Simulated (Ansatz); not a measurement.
Phosphine, H3P: measurement beside calculation (Ansatz, PBE0-D4/def2-TZVP geometry).

Z-matrix (Å, degrees):
```
P
H 1 1.420
H 1 1.420 2 93.1
H 1 1.420 2 93.1 3 93.3
```

Measured: 0.57395 ± 0.0003 D (electric dipole moment, ground vibrational state not specified, laboratory measurement quoted from earlier work). Source: Tentative detection of phosphine in IRC+10216, 2008 (arxiv:0805.4297).

| functional (def2-TZVPP) | dipole (D) | error (D) |
| --- | --- | --- |
| PBE | 0.67 | 0.09 |
| r2SCAN | 0.70 | 0.13 |
| B3LYP | 0.60 | 0.03 |
| ωB97M-V | 0.56 | -0.01 |

The measured dipole is a vibrational average; the computed one belongs to the fixed geometry.

Measured: 133480.12821 ± 0.00015 MHz (B0, ground vibrational state, 31PH3, preferred fit, global fit of measured rotational transitions); 117489.4304 ± 0.0073 MHz (C0, ground vibrational state, 31PH3, preferred fit, global fit of measured rotational transitions). Source: Spectroscopic parameters of phosphine, PH3, in its ground vibrational state, 2013 (arxiv:1305.1138).

```
constant  measured (MHz)  computed (MHz)  error (%)
       B          133480          133265       -0.2
       C          117489          118005        0.4
```

Computed constants are equilibrium values for the main isotopes; measured ground-state ones include zero-point motion, which usually lowers them by up to about 1 %.

Enthalpy of formation at 298 K: 1.3 kcal/mol (zero for an element's reference state; older measured values of the G2 set, as listed by Staroverov and co-workers, J. Chem. Phys. 119, 12129, 2003). With their computed zero-point and thermal terms and the atoms' enthalpies of Curtiss and co-workers (1997) it gives an electronic atomization energy of 241.9 kcal/mol.

```json
{"level": "LDA (SPW92)", "atomization (kcal/mol)": "270.2", "error": "28.3", "error per bond": "9.4"}
{"level": "PBE-D4", "atomization (kcal/mol)": "240.3", "error": "-1.6", "error per bond": "-0.5"}
{"level": "revPBE-D4", "atomization (kcal/mol)": "237.7", "error": "-4.2", "error per bond": "-1.4"}
{"level": "BLYP-D4", "atomization (kcal/mol)": "244.5", "error": "2.6", "error per bond": "0.9"}
{"level": "r2SCAN-D4", "atomization (kcal/mol)": "240.5", "error": "-1.5", "error per bond": "-0.5"}
{"level": "B97M-V", "atomization (kcal/mol)": "246.8", "error": "4.9", "error per bond": "1.6"}
{"level": "PBE0-D4", "atomization (kcal/mol)": "238.2", "error": "-3.7", "error per bond": "-1.2"}
{"level": "B3LYP-D4", "atomization (kcal/mol)": "246.1", "error": "4.2", "error per bond": "1.4"}
{"level": "r2SCANh-D4", "atomization (kcal/mol)": "239.6", "error": "-2.3", "error per bond": "-0.8"}
{"level": "r2SCAN0-D4", "atomization (kcal/mol)": "238.5", "error": "-3.4", "error per bond": "-1.1"}
{"level": "HSE06-D4", "atomization (kcal/mol)": "238.3", "error": "-3.6", "error per bond": "-1.2"}
{"level": "BHLYP-D4", "atomization (kcal/mol)": "241.3", "error": "-0.6", "error per bond": "-0.2"}
{"level": "CAM-B3LYP-D4", "atomization (kcal/mol)": "245.4", "error": "3.5", "error per bond": "1.2"}
{"level": "ωB97X-V", "atomization (kcal/mol)": "246.9", "error": "5.0", "error per bond": "1.7"}
{"level": "ωB97M-V", "atomization (kcal/mol)": "246.0", "error": "4.1", "error per bond": "1.4"}
{"level": "B2PLYP", "atomization (kcal/mol)": "240.2", "error": "-1.7", "error per bond": "-0.6"}
{"level": "PBE-QIDH", "atomization (kcal/mol)": "235.3", "error": "-6.6", "error per bond": "-2.2"}
{"level": "PBE", "atomization (kcal/mol)": "239.6", "error": "-2.3", "error per bond": "-0.8"}
{"level": "revPBE", "atomization (kcal/mol)": "235.0", "error": "-6.9", "error per bond": "-2.3"}
{"level": "BLYP", "atomization (kcal/mol)": "242.9", "error": "1.0", "error per bond": "0.3"}
{"level": "r2SCAN", "atomization (kcal/mol)": "240.3", "error": "-1.6", "error per bond": "-0.5"}
{"level": "PBE0", "atomization (kcal/mol)": "237.6", "error": "-4.3", "error per bond": "-1.4"}
{"level": "B3LYP", "atomization (kcal/mol)": "245.0", "error": "3.1", "error per bond": "1.0"}
{"level": "r2SCANh", "atomization (kcal/mol)": "239.5", "error": "-2.5", "error per bond": "-0.8"}
{"level": "r2SCAN0", "atomization (kcal/mol)": "238.3", "error": "-3.6", "error per bond": "-1.2"}
{"level": "HSE06", "atomization (kcal/mol)": "237.8", "error": "-4.1", "error per bond": "-1.4"}
{"level": "BHLYP", "atomization (kcal/mol)": "240.6", "error": "-1.3", "error per bond": "-0.4"}
{"level": "CAM-B3LYP", "atomization (kcal/mol)": "244.9", "error": "3.0", "error per bond": "1.0"}
{"level": "LC-ωPBE", "atomization (kcal/mol)": "235.5", "error": "-6.4", "error per bond": "-2.1"}
{"level": "HF/def2-TZVPP", "atomization (kcal/mol)": "172.2", "error": "-69.7", "error per bond": "-23.2"}
{"level": "MP2/def2-TZVPP", "atomization (kcal/mol)": "227.0", "error": "-14.9", "error per bond": "-5.0"}
{"level": "SCS-MP2/def2-TZVPP", "atomization (kcal/mol)": "235.3", "error": "-6.6", "error per bond": "-2.2"}
{"level": "CCSD/def2-TZVPP", "atomization (kcal/mol)": "233.6", "error": "-8.3", "error per bond": "-2.8"}
{"level": "CCSD(T)/def2-TZVPP", "atomization (kcal/mol)": "235.4", "error": "-6.5", "error per bond": "-2.2"}
{"level": "HF/def2-QZVPP", "atomization (kcal/mol)": "172.5", "error": "-69.4", "error per bond": "-23.1"}
{"level": "MP2/def2-QZVPP", "atomization (kcal/mol)": "231.0", "error": "-10.9", "error per bond": "-3.6"}
{"level": "SCS-MP2/def2-QZVPP", "atomization (kcal/mol)": "240.0", "error": "-1.9", "error per bond": "-0.6"}
{"level": "CCSD/def2-QZVPP", "atomization (kcal/mol)": "237.4", "error": "-4.5", "error per bond": "-1.5"}
{"level": "CCSD(T)/def2-QZVPP", "atomization (kcal/mol)": "239.3", "error": "-2.6", "error per bond": "-0.9"}
{"level": "HF/CBS(def2)", "atomization (kcal/mol)": "172.6", "error": "-69.4", "error per bond": "-23.1"}
{"level": "MP2/CBS(def2)", "atomization (kcal/mol)": "233.8", "error": "-8.1", "error per bond": "-2.7"}
{"level": "CCSD/CBS(def2)", "atomization (kcal/mol)": "240.1", "error": "-1.8", "error per bond": "-0.6"}
{"level": "CCSD(T)/CBS(def2)", "atomization (kcal/mol)": "242.1", "error": "0.2", "error per bond": "0.1"}
```

Functionals use def2-TZVPP; B3LYP here is the variant with VWN-RPA as its local correlation; programs differ in this. The calculations leave out spin–orbit coupling, scalar relativity and, for the correlated methods, core correlation; together these are worth up to about 1 kcal/mol a heavy atom. HSE06 is defined as in plane-wave codes. CBS extrapolates def2-TZVPP and def2-QZVPP. T1 = 0.013.
